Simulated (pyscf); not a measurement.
methyl (CH₃•) + propane (H₃C–CH₂–CH₃) → H₃C–CH(CH₃)–CH₃ + H atom (H•), a substitution at C (doublet surface; C–H broken, C–C formed). Optimised with ωB97X-D3(BJ)/def2-SVP in PySCF. Energies in kcal/mol from the separated reactants.

Small-basis levels: PySCF, no dispersion term, spherical d functions. AM1 to PM7: differences of heats of formation from MOPAC. GFN2-xTB: tblite. Open shells are spin-unrestricted. 

| level | barrier | reaction energy |
|---|---|---|
| HF/6-31G* | 81.6 | +15.6 |
| SVWN5/6-31G* | 35.8 | +1.0 |
| GFN2-xTB | 47.3 | -12.4 |
| AM1 | (withheld) | +17.2 |
| PM3 | 51.3 | +17.8 |
| PM6 | (withheld) | +16.6 |
| PM7 | 56.1 | +17.3 |
| ωB97M-D3(BJ)/def2-TZVP | (withheld) | +11.0 |

### Question
Some entries are withheld; supply them.

### Answer

- AM1, barrier: 56.8
- PM6, barrier: 55.5
- ωB97M-D3(BJ)/def2-TZVP, barrier: 57.8

Against the last row the barrier runs from -22.0 (SVWN5/6-31G*) to +23.9 kcal/mol (HF/6-31G*). ωB97M-D3(BJ)/def2-TZVP has limits of its own. The same reactants have a lower exit, to H₃C–CH•–CH₃ + CH₄ (barrier +12.6 kcal/mol at ωB97M-D3(BJ), against +57.8 kcal/mol here). One saddle was located; it need not be the lowest between these sides. The angle at the attacked C is 162°.
